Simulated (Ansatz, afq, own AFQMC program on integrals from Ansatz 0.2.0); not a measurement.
**SiNH2, quartet: AFQMC among the cluster methods**

```yaml
atoms:
  - { symbol: Si, position_ang: [0.0132, -0.1132, 0.6703] }
  - { symbol: N, position_ang: [-0.0944, 0.1627, -1.3127] }
  - { symbol: H, position_ang: [0.2693, 1.1734, 1.3872] }
  - { symbol: H, position_ang: [0.6760, -0.2792, -1.8234] }
```

Connectivity, by distances: SiH–NH.

Basis cc-pVDZ. Only valence electrons are correlated. Integrals, coupled cluster, full CI and functionals: Ansatz 0.2.0; the random walks run on the same integrals in our own AFQMC program. The CISD trial takes its coefficients from CCSD amplitudes. Released means that phaseless walkers are propagated on without the constraint, phases kept. Free projection: walkers drawn from exp(T), propagated without any constraint. Its projection time is finite, and what remains of the start isn't in its error. ± is one standard error of the sampling.

Determinant: UHF, the one that the program's search chose, which needn't be the lowest solution. The geometry is a point of a scan.

No full CI on the walks' own integrals is used here; CCSDT(Q) serves as the reference and is uncertain by about the last step of the cluster series.

Cautions: lower spins were not checked; the ph-AFQMC/HF walk drifts between its halves (2.2 errors).

```
T1 diagnostic                               : 0.0240
weight of the determinant in the CISD state : 0.884
⟨S²⟩ of the determinant                     : 3.793
size of the correlated space                : 11 electrons in 36 orbitals
```

```json
{"level": "MP2", "correlation energy (eV)": "-5.3484"}
{"level": "CCSD", "correlation energy (eV)": "-6.2824"}
{"level": "CCSD(T)", "correlation energy (eV)": "-6.4591"}
```

Question: Estimate where AFQMC with the constraint released lies against CCSD(T) on the same integrals.

Answer: 0.54 ± 0.34 kcal/mol below CCSD(T). The gap is under twice the noise, so this walk alone can't tell the two apart.

Reference: CCSDT(Q), correlation energy -6.510 eV. The released energy is read at 2.40 1/Eh (meV from the phaseless value at times in 1/Eh: -34 ± 14 at 0.24, -37 ± 12 at 0.51, -35 ± 13 at 0.99, -49 ± 18 at 1.62, -10 ± 15 at 2.40).

| level | E − E(reference) (kcal/mol) | share of correlation (%) |
| --- | --- | --- |
| CCSD(T) | 1.16 | 99.23 |
| CCSDT | 0.36 | 99.76 |
| ph-AFQMC/HF | -0.33 ± 1.35 | 100.22 |
| ph-AFQMC/CISD | 0.85 ± 0.23 | 99.44 |
| released AFQMC | 0.62 ± 0.34 | 99.59 |
| free AFQMC | 0.27 ± 0.33 | 99.82 |

Free projections are given only where their last times agree within the noise and don't stop above the reference; a slow remainder of the start can still hide under it. Released energies are given only where the last usable release times agree within the noise; a slower fall can still hide under it.
